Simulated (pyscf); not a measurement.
This saddle point was located with ωB97X-D3(BJ)/def2-SVP in PySCF.

```xyz
10

F     -0.8537     0.3161     1.5482
C     -1.1471    -0.3481     0.4465
F     -0.8074    -1.6222     0.4952
C     -2.1151     0.0843    -0.3931
F     -2.4723    -0.5990    -1.4584
F     -2.5206     1.3353    -0.4089
C      0.8000     0.3216    -0.6987
H      0.6944    -0.2409    -1.6303
H      0.6551     1.4046    -0.7344
H      1.4721    -0.0781     0.0649
```
Charge 0, spin multiplicity 2.

Surface: doublet, charge 0. Lowest wavenumbers (cm⁻¹): 613i, 95, 100, 105, 200.

Task: Which two sides does it connect, and which bonds change?

Result: F–C(F)=C(F)–F (SMILES FC(F)=C(F)F) + CH₃• (SMILES [CH3]) ⇌ H₃C–C(F)(F)–C•(F)–F (SMILES CC(F)(F)[C](F)F), an addition read from left to right: none broken and C–C formed. At ωB97M-D3(BJ)/def2-TZVP it lies +4.6 kcal/mol from the left side and +54.4 kcal/mol from the right (each side as separated species at their lowest minima found). H₃C–C(F)(F)–C•(F)–F lies 7.3 kcal/mol over its isomer H₃C–C•(F)–C(F)(F)–F (electronic energy, ωB97M-D3(BJ)/def2-TZVP). This is the saddle that the search found; another between the same sides may lie lower.
